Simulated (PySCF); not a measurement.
NMR data simulated for an unnamed compound:

¹H NMR (600 MHz, computed): δ 9.32 (d, J = 1.6 Hz, 1H), 8.99 (d, J = 5.4 Hz, 2H), 7.17 (td, J = 5.4, 1.6 Hz, 1H).

¹³C{¹H} NMR (computed): δ 172.8 (CH), 172.5 (CH), 123.6 (CH).

- shielding tensors at HF/pcSseg-2 (GIAO)
- geometry from PBE0-D3(BJ)/def2-SVP
- B3LYP/pcJ-1 coupling constants (spin–dipole term only in couplings to heteroatoms)
- program: PySCF
- no solvent, one conformer, one averaged value for each set of equivalent atoms, non-relativistic

Referencing at the same level of theory: ¹H (σ = 31.68 ppm), ¹³C (σ = 191.47 ppm) against TMS.

Question: Which of these does the molecule contain: an ester, an amide, a C≡C triple bond, a heteroaromatic ring?

Answer: 
- An ester: no.
- An amide: no.
- A C≡C triple bond: no.
- A heteroaromatic ring: yes.

The data belong to Pyrimidine, C₄H₄N₂; they needn't prove each group on their own.

Carbon signals by region: 2 in the far downfield region (above 160 ppm), 1 in the sp2 and nitrile region (100–160 ppm). Above 160 ppm: 172.8, aromatic CH between two ring heteroatoms, 172.5, aromatic CH next to a ring nitrogen.

Multiplet labels drop couplings under 1 Hz and merge nearly equal ones. Unscaled 3J(H,H) at this level run about 10 % above measured values. Shifts are as computed, not scaled to solution data. Of 1211 compounds with measured shifts, 218 miss one by over three times the rms of a fit or turn the order of signals round; such compounds aren't used in these exercises.
